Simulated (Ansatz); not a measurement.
Rock-salt MgO was calculated with G0W0@PBEsol (Ansatz, an electronic-structure program, hard PAW, contour deformation).

The cell has the measured lattice parameters. Conventional cell: a = 4.2131 Å, b = 4.2131 Å, c = 4.2131 Å, α = 90.00°, β = 90.00°, γ = 90.00°.

The quasiparticle gap at Γ at a fixed k mesh 2×2×2:

```csv
response cutoff,value (eV)
"250 eV, 308 empty bands",6.541
"300 eV, 405 empty bands",6.578
"400 eV, 624 empty bands",6.617
"500 eV, 872 empty bands",6.635
```

**Question.** Taking the value to converge with the response cutoff E as E^(−3/2), extrapolate from the last two rows.

**Answer.** With y = y∞ + c/w and weights w = 8000 and 11180 for the last two rows, y∞ = (w2 y2 − w1 y1)/(w2 − w1) = (11180 × 6.635 − 8000 × 6.617)/3180 = 6.680 eV, which lies 0.045 beyond the last row. Successive pairs of rows give 6.696, 6.689, 6.680. The limit also hangs on the law assumed, so its last digits aren't firm.

The other settings are not extrapolated, so this is the limit in one setting alone.
